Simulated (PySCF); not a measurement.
Computed with PBE-D3(BJ)/def2-TZVP (PySCF 2.14.0). Isolated molecules, 0 K electronic values unless said otherwise. 

Reference species (SMILES): `Br[C](Br)Br` (neutral, multiplicity 2).

```json
{
  "highest_occupied_spin_orbital": "-5.17 eV",
  "dipole_moment": "0.25 D"
}
```

Changed species: `[OH]` (radical fragment; the reference has radical fragment).

### Question
Predict the effect on the highest occupied spin orbital and dipole moment.

### Answer
the highest occupied spin orbital falls by 1.98 eV, to -7.15 eV; the dipole moment goes up by 1.48 D, to 1.73 D.
